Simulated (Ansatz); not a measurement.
# Worked example: vertical energy of the triplet above the singlet of C3H5Cl (allyl chloride)

C3H5Cl has 9 atoms, charge 0, and is taken as a singlet. As SMILES, `C=CCCl`. The shape is that of a PBE0-D4/def2-TZVP optimisation. This is one conformer, not always the lowest.

```csv
atom,x (Å),y (Å),z (Å)
C,-0.2954,1.3152,-0.4477
C,0.3702,0.1713,-0.3882
C,0.0802,-0.8915,0.6045
Cl,-0.3928,-2.4199,-0.2093
H,-0.0442,2.0790,-1.1738
H,-1.1158,1.5286,0.2301
H,1.1804,-0.0312,-1.0833
H,-0.7403,-0.6140,1.2645
H,0.9577,-1.1376,1.2032
```

Both states at this one shape; open shells run unrestricted unless said. 1 Eh = 27.2114 eV.

| level | program | singlet C3H5Cl (Eh) | triplet C3H5Cl (Eh) |
| --- | --- | --- | --- |
| HSE06/def2-SVP | Ansatz | -576.957298 | -576.799161 |
| wB97X/def2-SVP | Ansatz | -577.235764 | -577.071924 |

Work out the vertical gap, second state less first, at each level.


1. HSE06/def2-SVP: -576.799161 − (-576.957298) = 0.158137 Eh = 4.30 eV.
2. wB97X/def2-SVP: -577.071924 − (-577.235764) = 0.163840 Eh = 4.46 eV.

No measured value is set beside it here; the levels span 4.30 to 4.46 eV.
